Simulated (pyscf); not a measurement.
# Routes from `[SnH4]` + `[OH2]`

Candidate steps break at most two bonds and form at most two. Each was searched with GFN2-xTB (tblite) first. Structures and frequencies: ωB97X-D3(BJ)/def2-SVP in PySCF. Energies: ωB97M-D3(BJ)/def2-TZVP, kJ/mol, from the separated reactants, singlet surface; ΔG‡ with ideal gas, 1 atm, RRHO with modes under 100 cm⁻¹ raised to 100, one conformer, R ln 2 for chiral ones without a mode under 150 cm⁻¹.

```
products                      type    ΔE‡    ΔE  ΔG‡ 298 K  ΔG‡ 900 K  ν‡ (cm⁻¹)
------------  --------------------  -----  ----  ---------  ---------  ---------
HO–SnH₃ + H₂  four-centre exchange  151.3  +8.6      177.6      247.4      1386i
SnH₄ + H₂O    four-centre exchange  215.2   0.0      247.8      309.5       931i
```

Plain bond fissions and candidates not yet searched are not listed, and one of them may be faster. Each barrier is that of the saddle found; lower ones may exist. Elements past Kr carry the def2 core potentials, without spin-orbit coupling.
